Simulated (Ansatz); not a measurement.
Mulliken charges of BClH2O (`OBCl`) from ωB97M-V/def2-TZVPP in Ansatz (PBE0-D4/def2-TZVP geometry).

| atom | x (Å) | y (Å) | z (Å) | charge (e) |
| --- | --- | --- | --- | --- |
| O1 | -0.863 | -0.619 | -0.003 | -0.251 |
| B2 | 0.379 | -0.137 | 0.138 | 0.154 |
| Cl3 | 0.789 | 1.496 | -0.395 | -0.158 |
| H4 | -1.478 | 0.001 | -0.410 | 0.197 |
| H5 | 1.223 | -0.815 | 0.629 | 0.057 |

**Question.** By hand: the dipole of these point charges (1 e Å = 4.8032 D).

**Answer.** Σ q r = (-0.071, -0.148, 0.039) e Å, of length 0.169 e Å = 0.81 D.

**Question.** How does the dipole of the full density compare? (An estimate is asked.)

**Answer.** The calculation gave: (-0.217, 0.043, -0.075) e Å, 1.12 D; the point charges give 0.72 times that, at 81° from its direction.

Point charges leave out the atoms' own dipoles, such as those of lone pairs, and Mulliken's split depends on the basis, so the two needn't agree.
